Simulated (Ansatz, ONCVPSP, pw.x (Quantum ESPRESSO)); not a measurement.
## What a changed setting does to a pw.x run (bcc Mo)

Potential: optimised norm-conserving Vanderbilt (ONCV), ONCVPSP 4.0.1.1 (patched build), LDA (Perdew-Wang 92); core [Ar] 3d10, reference 4s2 4p6 4d5 5s1; waves: 4s+5s: rc 1.90 bohr, ncon 3, nbas 6, qcut 7 1/bohr, 2 projectors; 4p: rc 1.45 bohr, ncon 5, nbas 10, qcut 8.2 1/bohr, 2 projectors, debl 1.8 Ha; 4d: rc 2.15 bohr, ncon 4, nbas 9, qcut 8.2 1/bohr, 2 projectors, debl 2.5 Ha; local part: polynomial inside 1.20 bohr (lpopt 2, dvloc0 1 Ha); core correction: Teter function, fcfact 5, rcfact 1.75.

The reference run (k-mesh 15³, cutoffs 80/320 Ry, Fermi–Dirac 0.01 Ry, mixing_beta 0.4, conv_thr 1e-9, no spin) gives 0.72 GPa at 15.067 Å³/atom, where all-electron LAPW gives 0.24 GPa. This run, with its own iteration cap, changes smearing to gauss.

```
&control
  calculation='scf', prefix='x', pseudo_dir='./', outdir='./tmp', tstress=.true., disk_io='none'
/
&system
  ibrav=0, nat=1, ntyp=1, ecutwfc=80, ecutrho=320, nbnd=15,
  occupations='smearing', smearing='gauss', degauss=0.01
/
&electrons
  conv_thr=1e-09, mixing_beta=0.4, electron_maxstep=50
/
ATOMIC_SPECIES
Mo 1.0 Mo.UPF
CELL_PARAMETERS angstrom
  -1.55592598 1.55592598 1.55592598
  1.55592598 -1.55592598 1.55592598
  1.55592598 1.55592598 -1.55592598
ATOMIC_POSITIONS crystal
Mo 0.0000 0.0000 0.0000
K_POINTS automatic
15 15 15 0 0 0
```

```bash
pw.x < Mo.scf.in > Mo.scf.out
```

Problem. How does the run end?

Solution. It converges in 8 iterations; the free energy moves by +18.0 meV/atom and the pressure by +0.04 GPa. Gaussian smearing of the same width is narrower in effect than Fermi–Dirac, so its quadratic term in F is smaller.

```
Message from routine setup:
     using ibrav=0 with symmetry is DISCOURAGED, use correct ibrav instead
     lattice parameter (alat)  =       5.0927  a.u.
     unit-cell volume          =     101.6772 (a.u.)^3
     number of electrons       =        14.00
     number of Kohn-Sham states=           15
     kinetic-energy cutoff     =      80.0000  Ry
     charge density cutoff     =     320.0000  Ry
     scf convergence threshold =      1.0E-09
     Exchange-correlation= SLA  PW   NOGX NOGC
     number of k points=   120  Gaussian smearing, width (Ry)=  0.0100
     iteration #  1     ecut=    80.00 Ry     beta= 0.40
     total energy              =    -154.94331400 Ry
     estimated scf accuracy    <       0.11773959 Ry
     iteration #  2     ecut=    80.00 Ry     beta= 0.40
     total energy              =    -154.94985048 Ry
     estimated scf accuracy    <       0.01125439 Ry
     iteration #  3     ecut=    80.00 Ry     beta= 0.40
     total energy              =    -154.95106288 Ry
     estimated scf accuracy    <       0.00085280 Ry
     [... 2 iterations left out ...]
     iteration #  6     ecut=    80.00 Ry     beta= 0.40
     total energy              =    -154.95112557 Ry
     estimated scf accuracy    <       0.00000002 Ry
     iteration #  7     ecut=    80.00 Ry     beta= 0.40
     total energy              =    -154.95112557 Ry
     estimated scf accuracy    <       0.00000003 Ry
     iteration #  8     ecut=    80.00 Ry     beta= 0.40
     the Fermi energy is    21.9100 ev
!    total energy              =    -154.95112558 Ry
     estimated scf accuracy    <          1.1E-10 Ry
     smearing contrib. (-TS)   =      -0.00050325 Ry
     The total energy is F=E-TS. E is the sum of the following terms:
     one-electron contribution =     -13.93118708 Ry
     hartree contribution      =      17.43266314 Ry
     xc contribution           =     -37.15562010 Ry
     ewald contribution        =    -121.29647829 Ry
     convergence has been achieved in   8 iterations
          total   stress  (Ry/bohr**3)                   (kbar)     P=        7.68
     Message from routine punch:
     Nothing written, as per user request (disk_io='none')
```

The run took about 19 s on one core of a shared host (Intel(R) Xeon(R) 6975P-C, 192 threads, 756 GiB, load 116).
